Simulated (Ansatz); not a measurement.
Two shapes of singlet C4H8.

Shape 1:

```xyz
12

C     0.0000    0.0000    0.0000
C     0.0000    0.0000    1.3400
C     0.0000    1.1980   -0.9027
C     0.0000    1.1980    2.2427
H     0.0000   -0.9755   -0.4864
H     0.0000   -0.9755    1.8264
H     0.0000    2.1069   -0.3011
H     0.8898    1.1794   -1.5320
H    -0.8898    1.1794   -1.5320
H     0.0000    2.1069    1.6411
H    -0.8898    1.1794    2.8720
H     0.8898    1.1794    2.8720
```

Shape 2:

```xyz
12

C     0.0000   -0.6611   -0.6697
C     0.0000   -0.6611    0.6697
C     0.0000    0.5196   -1.5851
C     0.0000    0.5196    1.5851
H     0.0000   -1.6390   -1.1670
H     0.0000   -1.6390    1.1670
H     0.0000    1.4788   -1.0491
H     0.8826    0.5045   -2.2469
H    -0.8826    0.5045   -2.2469
H     0.0000    1.4788    1.0491
H    -0.8826    0.5045    2.2469
H     0.8826    0.5045    2.2469
```

Basis set: cc-pVDZ (spherical functions). Frozen core: 4 orbitals. Charge 0, multiplicity 1.

Computed with Ansatz (development build ahead of 0.2.0); each method stands on the lowest determinant of its kind that the runs found.

Question: Which shape is lower in energy, and by how much in each method?

Answer:

```tsv
method	E(2) − E(1) (eV)
RHF	-0.030
RHF-MP2	-0.048
```

Shape 2 is lower.
